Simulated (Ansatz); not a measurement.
# PF₃ (singlet): wave-function methods side by side, cc-pV(T+d)Z

The task here is to estimate one member of a computed series from the others.

The runs use Ansatz 0.2.0, Gaussian basis; cc-pV(T+d)Z, core rule «outside noble gas», up to 8 orbitals frozen.

The runs, in order: UHF; CCSD(T) on RHF; CCSDT(Q) on RHF.

2 further runs of the same task are left out: 2 set aside as unsound or not needed.

## The system

The geometry is an MP2(full)/6-31G* stationary point (not a proven minimum).

4 atoms, charge 0, spin multiplicity 1.

Atoms are counted from 1 here; the program's logs count them from 0.

Bond lengths: P1–F2 1.593 Å, P1–F3 1.593 Å, P1–F4 1.593 Å. Angles: F2–P1–F3 97.6°, F2–P1–F4 97.6°, F3–P1–F4 97.6°.

The first run:

Input file in.yaml:

```yaml
crystal:
  periodic: [false, false, false]
  atoms:
    - {symbol: P, position_ang: [0.000000, 0.000000, 0.510743]}
    - {symbol: F, position_ang: [0.000000, 1.383861, -0.277561]}
    - {symbol: F, position_ang: [1.198459, -0.691931, -0.277561]}
    - {symbol: F, position_ang: [-1.198459, -0.691931, -0.277561]}
basis:
  gaussian: {orbitals: "cc-pV(T+d)Z.json"}
magnetization: {spin_polarized: true, initial_magnetization: 0}
hamiltonian: {xc: hf}
output: {orbitals: {seedname: orbitals}}
```

The run is started by

```
$ ansatz run in.yaml --threads 1 --pin off --events-out ev --progress --plain --max-ram 2624MiB --backend cpu
```

Steps of the session up to this table: UHF; CCSD(T) on RHF; CCSDT(Q) on RHF.

One table of the session follows, with a row left open; its other results are not shown here.

It belongs to the step «Misses and costs». 

| method | from RCCSDT(Q) (kJ/mol) |
| --- | --- |
| RHF | +2448.1 |
| RMP2 | ? |
| RCCSD | +80.8 |
| RCCSD(T) | +4.2 |
| RCCSDT | +3.4 |
| RCCSDT(Q) | 0 |

**Question.** Estimate the row for RMP2.

The run gave: from RCCSDT(Q) (kJ/mol): +92.1. In the column «from RCCSDT(Q) (kJ/mol)» it lies between RCCSD (+80.8) and RHF (+2448.1).
